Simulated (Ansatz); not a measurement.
**One elementary step**

Start structure (CH$_{6}$FSi, doublet), relaxed at PBE0-D4/def2-TZVP:

```xyz
9
angstrom
F -1.0724 -0.3900 1.4513
Si 0.5271 -0.4648 1.4031
C -0.6014 0.5782 -1.7551
H 0.9937 -0.9062 2.7399
H 1.0578 0.8825 1.0926
H 0.9272 -1.4469 0.3694
H -0.1305 1.5482 -1.8228
H -0.2447 -0.2370 -2.3679
H -1.4566 0.4361 -1.1105
```

The step: SiH₃F ([F][SiH3]) + CH₃ → CH₃F ([CH3][F]) + SiH₃; bonds formed: F1–C3; bonds broken: F1–Si2. Program: Ansatz 0.2.0. Basis: def2-TZVPP and def2-QZVPP. Cores are frozen in the correlated methods; orbitals are unrestricted. Extrapolation: Hartree–Fock as exp(−7.88 √X), correlation as X^−2.97. Energies below are by CCSD(T) at an estimated basis limit (MP2 extrapolated from triple and quadruple zeta, plus CCSD(T) − MP2 in triple zeta).

Q: What are the electronic barrier and the energy of the step, from the start structure to the end structure? (To be estimated.)

A: The calculation gives: Barrier 270.2 kJ/mol; step energy 164.7 kJ/mol (uphill); reverse barrier, their difference, 105.4 kJ/mol. Barrier and step energy count from the start structure, the reverse barrier from the end structure.

The saddle point: One imaginary mode of 850i cm⁻¹.
| pair | start (Å) | saddle (Å) | end (Å) |
| --- | --- | --- | --- |
| F1–C3 | 3.38 | 1.65 | 1.38 |
| F1–Si2 | 1.60 | 1.99 | 3.21 |

Zero-point energy (harmonic, PBE0-D4): ZPE is 153.3 kJ/mol at the start and 156.6 kJ/mol at the saddle, so the barrier goes from 270.2 to 273.5 kJ/mol.

T1 diagnostic: at most 0.025. ⟨S²⟩ of the unrestricted Hartree–Fock references: 0.75 to 0.78 (a pure state has 0.75).

Radical steps of this kind take place in plasma deposition and etching.

Labels in which every atom is bracketed show which atoms are joined, not bond orders.

For scale, one of the runs: CCSD(T)/def2-TZVPP, 188 basis functions, launched by `ansatz run in.yaml --threads 4 --pin off --events-out ev --progress --plain --max-ram 9574MiB`. The run took 120 s on 4 CPU threads of an Intel Xeon (shared host), with 5 GiB of host memory at its peak.
